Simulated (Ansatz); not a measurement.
## LiRh: computed properties

All numbers below come from DFT r2SCAN, scalar-relativistic, plane waves, PAW in Ansatz 0.2.0.

Settings: cutoff 500 eV, Γ-centred mesh 18×18×10 on the computed 2-atom cell, Gaussian smearing of 0.10 eV; collinear spin from starting moments 0 0.35 μB.

The structure is relaxed at this level of theory with its symmetry kept. Whether it is the stable form of this composition wasn't checked.

```
CELL_PARAMETERS angstrom
2.64458 0.00000 0.00000
-1.32229 2.29028 0.00000
0.00000 0.00000 4.33088
ATOMIC_POSITIONS crystal
Li 0.00000 0.00000 0.50000
Rh 0.66667 0.33333 0.00000
```

- Space group: P-6m2 (No. 187)
- Volume per atom: 13.12 Å³
- Formation energy from the elements' standard states (uncorrected): -0.174 eV/atom
- Generalised Kohn–Sham band gap: none (metal)
- Density of states at the Fermi level: 0.88 states/eV per cell
- Löwdin character within 0.5 eV of the Fermi level: Rh 4d 91 %
- Bader charges (e): Li (1 in the cell) 0.84, Rh (1 in the cell) -0.84
- Total moment: 0.29 μB per cell
- Site moments (μB; atoms counted from 1 over the whole cell): Rh (atom 2) 0.32

The state reached may not be the lowest one.

Only this magnetic start was tried.